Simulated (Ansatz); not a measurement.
Job for Ansatz (a first-principles code): R-PBE0/def2-TZVPPD on C2H2 (SMILES C#C) with ghost functions. Files ending in .json are basis or fitting sets from the Basis Set Exchange.

Ansatz 0.2 input:
```yaml
crystal:
  periodic: [false, false, false]
  atoms:
    - {symbol: C, position_ang: [-1.10758792, 0.04643300, 0.03636577]}
    - {symbol: H, position_ang: [-0.04171792, 0.01606100, 0.01177277]}
    - {symbol: C, position_ang: [-2.31946492, 0.08017400, 0.06373777]}
    - {symbol: H, position_ang: [-3.37999792, 0.11052600, 0.08833877]}
basis:
  gaussian:
    orbitals: def2-TZVPPD.json
    ghost_atoms:
      - {symbol: O, position_ang: [2.41090908, -0.07807700, -0.06175923]}
      - {symbol: H, position_ang: [2.98126508, -0.66784700, 0.43526777]}
      - {symbol: H, position_ang: [2.98290508, 0.27291100, -0.74713123]}
hamiltonian:
  xc: {name: PBE0}
scf: {lower_state_search: off}
```

The log:

```
WARN ansatz: RAYON_NUM_THREADS=1 ignored (pool sized by the plan → 1); use --threads N
Functional definition: PBE0
these checks for a lower state are left out or cut short: stability, starts, cluster_reference, orbital_swaps, neighbouring_geometries, increment
integrals: 0.05 GiB planned
752 factors; their error is unknown
mean field: 0.57 GiB planned
mean field evaluation 1: about -2098.4861 eV, gradient 4.0e1 eV
mean field evaluation 2: about -2098.5833 eV, gradient 3.8e1 eV
mean field evaluation 4: about -2102.2605 eV, gradient 7.0e-1 eV
mean field evaluation 8: about -2102.2626 eV, gradient 2.5e-2 eV
mean field -2102.26261322 eV, -77.2567260712 hartree, gradient 6.7e-6 eV, S^2 0.000000; 0 other end points of the search recorded, 0 dependent functions left out
reference -2102.26263719 eV, -77.2567269520 hartree; 7, 7 occupied and 175, 175 virtual orbitals, 752 factors
Total energy: -2102.26263719 eV, -77.2567269520 hartree
Checks for a lower state left out: stability, starts, cluster_reference, orbital_swaps, neighbouring_geometries, increment
```

The run converged.

Cost: around 2.0 core-seconds (rough).
